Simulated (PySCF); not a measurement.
Gas-phase reaction: 2 Cl₂ + H₂ + C₂H₂ (acetylene) → 2 CH₂Cl₂

Method: PySCF energies plus ideal-gas RRHO corrections (1 bar). Table values come from the NASA 1993 polynomials. † marks an energy on the PBE0/def2-TZVP geometry and frequencies; other levels use their own. 6-31G* has spherical d functions here. All species are closed-shell singlets. B3LYP is the form with VWN-RPA correlation.

Levels: a) LDA/def2-TZVP†; b) B3LYP/6-31G*; c) r2SCAN/def2-TZVP†; d) ωB97M-V/def2-TZVP†; e) HF/6-31G*.

Question: Order the levels by the distance of their ΔH°(298 K) from the table for this reaction, closest first.

Answer: d (-12 kJ), c (-30 kJ), b (-48 kJ), e (-65 kJ), a (-83 kJ)

The table gives -419 kJ. The order holds for this reaction alone, and for the 1993 entries, some of which have been revised since.
